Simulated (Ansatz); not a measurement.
A calculation with Ansatz (development build ahead of 0.2.0).

```yaml
crystal:
  periodic: [false, false, false]
  atoms:
    - { symbol: S, position_ang: [-0.03521, 0.02338, -0.02671] }
    - { symbol: O, position_ang: [1.41361, -0.03199, 0.02645] }
    - { symbol: O, position_ang: [-0.7472, 1.28879, -0.01285] }
    - { symbol: O, position_ang: [-0.7399, -1.2796, 0.03401] }
basis:
  gaussian: { orbitals: def2-TZVP }
hamiltonian:
  xc: hf
correlation:
  method: mp2
  frozen_orbitals: { O: 1, S: 5 }
```

The input is written out in the form of the current development build from the run's settings.

The run gave:

```
Converged                       : yes
Reference energy                : -622.14944 hartree
Correlation energy              : -0.90241 hartree
Total energy                    : -623.05186 hartree
Spin squared of the determinant : 0.000
```
